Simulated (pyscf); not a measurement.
Single points on ωB97X-D3(BJ)/def2-SVP structures (PySCF, gas phase). Correlated levels are frozen-core, on RHF or UHF. ΔMP2 is the change of the MP2 total energy from the triple- to the quadruple-zeta basis.

SMILES: [C-]#[NH+]
```xyz
3

C      0.8102     1.7052     0.3330
N      0.6896     0.6217    -0.0970
H      0.5877    -0.3067    -0.4670
```

Question: How much does it cost (ΔH, 298 K, CCSD(T)/def2-TZVPP + ΔMP2(QZVPP)) to split hydrogen isocyanide (C⁻≡NH⁺) at its H–N bond into •C≡N + H•?

Answer: H–N to •C≡N + H•: 112.9 kcal/mol. The radicals are drawn with the spin at the cut bond; how far it spreads was not checked. C⁻≡NH⁺ lies 12.5 kcal/mol over its isomer HC≡N, and others may lie lower still (electronic energy, ωB97M-D3(BJ)). The CCSD(T) − MP2 part came from Ansatz, without density fitting, on the same reference. An open-shell T1 diagnostic exceeds 0.045. A UHF reference is spin-contaminated (<S²> up to 1.14), which harms MP2 most.
